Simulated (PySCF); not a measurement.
C5H5O (doublet state).
Cartesian coordinates in Å at the GFN2-xTB level; atoms count from 1:
```xyz
11
C5H5O angstrom
C      2.8002   -0.1842    0.1078
C      1.4993    0.0743    0.2980
C      0.2965    0.2898    0.4510
C     -1.0750    0.5830    0.6723
C     -2.0179   -0.2484   -0.1686
O     -1.4480    1.4267    1.4651
H      3.5522    0.3541    0.6581
H      3.1204   -0.9320   -0.5974
H     -1.8650   -1.3049    0.0438
H     -3.0455    0.0267    0.0534
H     -1.8119   -0.0825   -1.2245
```

The hyperfine couplings belong to this conformer and change with its torsions.

As a line formula: `O=C(C#C[CH2])C` [radical].

Computed with UKS B3LYP, pcH-1 on C H O, non-relativistic, mean-field spin-orbit, GIAO in PySCF. Geometry: GFN2-xTB; no solvent, vibrations or thermal averaging. A GFN2-xTB geometry isn't a minimum of the functional, and hyperfine couplings can be far from their values at a DFT geometry. Stability of the SCF solution: not tested. ⟨S²⟩ is 0.776 where a pure state has 0.75.

Question: Predict the first-order ENDOR lines of C2, C1, C3, C4, C5, H8 and H7 under fast tumbling at B = 3339.4 mT (W band).

Answer: For S = 1/2 in fast tumbling each set of equivalent nuclei gives two lines, ν± = |νn ± a/2| to first order, with νn = g_N μN B/h and μN/h = 7.62259 MHz/T.

| nuclei | isotope | g_N | νn (MHz) | a_iso (MHz) | lower line (MHz) | upper line (MHz) |
| --- | --- | --- | --- | --- | --- | --- |
| C2 | 13C | 1.4048 | 35.76 | -60.83 | 5.35 | 66.17 |
| C1 | 13C | 1.4048 | 35.76 | 57.35 | 7.09 | 64.43 |
| C3 | 13C | 1.4048 | 35.76 | 43.69 | 13.91 | 57.60 |
| C4 | 13C | 1.4048 | 35.76 | -25.09 | 23.21 | 48.31 |
| C5 | 13C | 1.4048 | 35.76 | -0.83 | 35.34 | 36.18 |
| H8 | 1H | 5.5857 | 142.18 | -48.46 | 117.96 | 166.41 |
| H7 | 1H | 5.5857 | 142.18 | -48.42 | 117.98 | 166.39 |

The rows for 13C, of low natural abundance, apply to labelled samples.

Question: Which pairs are centred on the nuclear Larmor frequency, and which on half the coupling?

Answer: Centred on νn, since |a| < 2νn: C2, C1, C3, C4, C5, H8 and H7. No pair has |a| > 2νn.

Question: At what field would the lower line of H8 fall to zero frequency?

Answer: Where νn = |a|/2, that is B = 24.23 MHz/(5.5857 × 7.62259 MHz/T) = 569 mT, as far as first order holds there.

H7 and H8 aren't averaged: C1 is flat or nearly so (angle sum 360°), and its turn about the short C1–C2 bond (1.34 Å) is taken as slow.
